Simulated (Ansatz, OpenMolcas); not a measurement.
## BH2O (SMILES B[O]): methods side by side

The species is BH2O (4 atoms), meant as a doublet with charge 0. SMILES: `B[O]`. The coordinates come from a PBE0-D4/def2-TZVP relaxation.

```xyz
4

B    -0.0011   -0.0103   -0.0151
O     1.0253   -0.3408    0.6769
H    -1.0526   -0.5877    0.1516
H     0.0839    0.8785   -0.8336
```

Each level gives the energy change with the B1–H3 bond stretched from 1.211 to 1.514 Å (eV). The values are calculated.

```tsv
level	kind	program	value (eV)	less FCI/STO-3G	CPU time (all runs)
UHF/STO-3G	Hartree–Fock	OpenMolcas	1.32	+0.43	2.7 s
USVWN5/STO-3G	LDA	Ansatz	0.87	-0.02	0.91 s
U-r2SCAN/STO-3G	meta-GGA	OpenMolcas	0.95	+0.06	9.7 s
U-r2SCAN0/STO-3G	hybrid meta-GGA	Ansatz	1.07	+0.18	4.1 s
RPA@PBE/STO-3G	RPA	Ansatz	0.85	-0.04	1.7 s
ROCCSD(T)/STO-3G	coupled cluster or CI	OpenMolcas	0.90	+0.01	3.8 s
UBCCD(T)/STO-3G	coupled cluster or CI	Ansatz	0.90	+0.01	0.6 s
UCCSDTQ/STO-3G	coupled cluster or CI	Ansatz	0.89	0.00	60 s
FCI/STO-3G	exact in the basis	Ansatz	0.89	0.00	0.74 s
```

FCI/STO-3G is exact within its basis and frozen core, so for wave-function methods in that basis the difference is their error; functionals converge differently with the basis, so for them it is only a difference. The first shape isn't each level's own minimum. The values span 0.85 to 1.32 eV. All rows use very small basis sets, so none should be taken for the real molecule's value. Times are those of the runs behind each value, whatever else they computed, on shared processors of several kinds: orders of magnitude only.
